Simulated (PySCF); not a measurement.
## Exact simulation of a proton spin system

Molecule: `InChI=1S/C2H2F2/c3-1-2-4/h1-2H/b2-1-`.

Molfile (atoms numbered from 1):
```
C2H2F2
     RDKit          3D

  6  5  0  0  0  0  0  0  0  0999 V2000
   -1.6093   -0.6607    0.0008 F   0  0  0  0  0  0  0  0  0  0  0  0
   -0.6273    0.2282   -0.0004 C   0  0  0  0  0  0  0  0  0  0  0  0
    0.6583   -0.1105   -0.0000 C   0  0  0  0  0  0  0  0  0  0  0  0
    1.0753   -1.3680    0.0019 F   0  0  0  0  0  0  0  0  0  0  0  0
   -0.9498    1.2719   -0.0014 H   0  0  0  0  0  0  0  0  0  0  0  0
    1.4527    0.6392   -0.0009 H   0  0  0  0  0  0  0  0  0  0  0  0
  1  2  1  0
  2  3  2  0
  3  4  1  0
  2  5  1  0
  3  6  1  0
M  END
```

- σ from GIAO-CAM-B3LYP/pcSseg-2
- J couplings at B3LYP/pcJ-1
- geometry: PBE0-D3(BJ)/def2-SVP
- code: PySCF 2.14
- no solvent, equivalent nuclei averaged, single conformer, non-relativistic Hamiltonian

δ = σ(ref) − σ, references computed at the same level: 1H (31.34 ppm) against TMS.

Shifts (ppm): F1/F4 -159.3, H5/H6 6.37.
Couplings (Hz): F1–F4: 1.6; F1–H5, F4–H6: 76.4; F1–H6, F4–H5: 17.4; H5–H6: 2.7.

The 4-spin Hamiltonian (Zeeman plus full scalar coupling among like nuclei) was diagonalised exactly; lines are Lorentzian, 0.4 Hz wide, and the maxima above 3 % are listed with the tallest set to 100.

Question: Give the 1H peak list of this spin system at 100 MHz.

Answer: 
Hz from δ = 0 (height): 683.9 (100), 668.7 (24), 667.1 (26), 666.0 (27), 664.4 (27), 609.6 (27), 608.1 (27), 607.0 (26), 605.3 (24), 590.1 (100)

Question: And at 500 MHz?

Answer: 
Hz from δ = 0 (height): 3231.9 (100), 3216.7 (24), 3215.1 (26), 3214.0 (27), 3212.4 (27), 3157.6 (27), 3156.1 (27), 3155.0 (26), 3153.3 (24), 3138.1 (100)
